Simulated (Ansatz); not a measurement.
Ideal-gas functions of hydrogen sulfide (`S`) at 500 K and 1 bar, from an Ansatz frequency run at PBE0-D4/def2-TZVP.

Molar mass 34.08 g/mol, point group C2v (symmetry number 2), electronic degeneracy 1, moments of inertia 1.638, 1.886, 3.524 u Å². Harmonic wavenumbers (cm⁻¹, unscaled): 1209, 2725, 2740.

Use S(trans) = R[1.5 ln M + 2.5 ln T − 1.1517]; rotational temperatures θ = 24.2544 K / I; S(rot) = R[ln(√π/σ · √(T³/θAθBθC)) + 1.5]; for each mode x = 1.438777 ν̃/T, S = R[x/(eˣ − 1) − ln(1 − e⁻ˣ)] and H = RT x/(eˣ − 1); 1 cm⁻¹ = 0.0119627 kJ/mol; R = 8.31446 J/(mol·K).

Problem. By hand: the entropy, in J/(mol·K).

Solution. Translation 163.6. Rotation: θ = 14.8073, 12.8602, 6.8826 K, giving 59.1. Vibration, mode by mode: 1.18, 0.03, 0.03, in all 1.2. Electronic 0.0. Sum 223.9 J/(mol·K).

Problem. By hand: H − E and G − E in kJ/mol, counted from the electronic energy.

Solution. Zero-point energy ½ × 6674 × 0.0119627 = 39.9; thermal vibration 0.5; translation, rotation and pV give 4 RT = 16.6. H − E = 57.0 kJ/mol, and G − E = 57.0 − 500 × 223.9/1000 = -55.0 kJ/mol.

Vibration gives 1 % of the entropy; all modes have x over 3 and are hardly excited.
